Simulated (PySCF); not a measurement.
Molecule: ethyl cyanide (SMILES CCC#N).

Atom-mapped SMILES (the numbers label the heavy atoms): `[CH3:1][CH2:2][C:3]#[N:4]`. Hydrogens are named by the atom that carries them.

Spin–spin couplings on one PBE0-D3(BJ)/def2-SVP geometry, PySCF 2.14.0 with density-fitted response routines, gas phase, non-relativistic, equivalent pairs averaged; isotopes 13C, 1H; basis pcJ-1.

Reference values (Hz): 1J(C2,H(C2)) = 135.5 (measured; liquid or solution (compiled); T. W. Keal, PhD thesis, Durham 2005 (values of Maximoff, Peralta, Barone, Scuseria 2005)).

Q: How do the couplings (Hz) change with the functional? Times are CPU seconds on shared hosts with different chips, so compare them loosely.

A: 
```
functional  functions  1J(C2,H(C2))  abs. error  core-s
        HF        158         177.3        41.8     8.1
       LDA        158         104.8        30.7     8.1
       PBE        158         126.6         8.9      13
       KT2        158         133.8         1.7      14
     B3LYP        158         138.8         3.3      14
      PBE0        158         131.4         4.1      14
     B97-2        158         124.6        10.9      14
 BHandHLYP        158         150.1        14.6      13
 CAM-B3LYP        158         136.5         1.0      19
```

Errors compare magnitudes, without vibrational corrections. Closest: CAM-B3LYP; furthest: HF.
